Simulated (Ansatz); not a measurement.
Geometry optimisation, RKS PBE0-D4/def2-mTZVP (Ansatz).

The input (input.yaml):

```yaml
crystal:
  periodic: [false, false, false]
  atoms:
    - { symbol: C, position_ang: [-0.5866, 0.7058, -0.2726] }
    - { symbol: B, position_ang: [0.6886, -0.0854, -0.0417] }
    - { symbol: S, position_ang: [0.781, -1.252, 1.4134] }
    - { symbol: H, position_ang: [0.49187, 0.4971, -1.03714] }
    - { symbol: H, position_ang: [-0.5181, 1.3713, -1.2096] }
    - { symbol: H, position_ang: [-0.8294, 1.4188, 0.5905] }
    - { symbol: H, position_ang: [1.6324, 0.0286, -0.7784] }
    - { symbol: H, position_ang: [0.3385, -2.3103, 0.67] }
basis:
  gaussian: { orbitals: def2-mTZVP }
hamiltonian:
  xc: pbe0
  dispersion: d4
relax:
  f_tol: 0.02
  max_steps: 50
```

Launched with:

```bash
$ ansatz run input.yaml --threads 1 --pin off --max-ram 2048MiB --backend cpu --events-out ev --progress --plain --runs-dir out
```

Q: Where does it end, and by what steps?

A: It converged. The force dipped under the threshold on the way, but the program's further checks kept it going. After 17 steps the energy has fallen by 5.283 eV; H4 moved furthest, 1.42 Å. Parted: B2–H4 (1.17 → 2.19 Å).

```json
{"step": "0", "energy less start (eV)": "0.0000", "largest force component (eV/Å)": "3.265", "accepted": "yes"}
{"step": "1", "energy less start (eV)": "-0.9434", "largest force component (eV/Å)": "1.937", "accepted": "yes"}
{"step": "2", "energy less start (eV)": "-1.7235", "largest force component (eV/Å)": "1.966", "accepted": "yes"}
{"step": "3", "energy less start (eV)": "-2.5418", "largest force component (eV/Å)": "2.320", "accepted": "yes"}
{"step": "4", "energy less start (eV)": "-3.3323", "largest force component (eV/Å)": "1.470", "accepted": "yes"}
{"step": "5", "energy less start (eV)": "-3.9288", "largest force component (eV/Å)": "1.331", "accepted": "yes"}
{"step": "6", "energy less start (eV)": "-4.3501", "largest force component (eV/Å)": "1.029", "accepted": "yes"}
{"step": "7", "energy less start (eV)": "-4.7547", "largest force component (eV/Å)": "1.169", "accepted": "yes"}
{"step": "8", "energy less start (eV)": "-5.0264", "largest force component (eV/Å)": "1.470", "accepted": "yes"}
{"step": "9", "energy less start (eV)": "-5.2009", "largest force component (eV/Å)": "0.581", "accepted": "yes"}
{"step": "10", "energy less start (eV)": "-5.2148", "largest force component (eV/Å)": "1.099", "accepted": "yes"}
{"step": "11", "energy less start (eV)": "-5.2719", "largest force component (eV/Å)": "0.231", "accepted": "yes"}
{"step": "12", "energy less start (eV)": "-5.2770", "largest force component (eV/Å)": "0.239", "accepted": "yes"}
{"step": "13", "energy less start (eV)": "-5.2818", "largest force component (eV/Å)": "0.027", "accepted": "yes"}
{"step": "14", "energy less start (eV)": "-5.2824", "largest force component (eV/Å)": "0.005", "accepted": "yes"}
{"step": "15", "energy less start (eV)": "-5.2825", "largest force component (eV/Å)": "0.029", "accepted": "yes"}
{"step": "16", "energy less start (eV)": "-5.2825", "largest force component (eV/Å)": "0.046", "accepted": "no"}
{"step": "17", "energy less start (eV)": "-5.2826", "largest force component (eV/Å)": "0.001", "accepted": "yes"}
```

```xyz
8
Properties=species:S:1:pos:R:3
C -0.129 1.046 -0.351
B 0.526 -0.360 -0.206
S 0.245 -1.324 1.273
H 0.648 1.803 -0.510
H -0.746 1.077 -1.258
H -0.747 1.365 0.490
H 1.221 -0.820 -1.061
H 0.981 -2.413 0.957
```

Whether the end is a true minimum wasn't checked by a vibrational analysis.

Run time: 100 s on 1 thread of Intel(R) Xeon(R) Processor @ 2.50GHz (Skylake/Cascade Lake), on a shared host, peak memory 0.15 GiB.
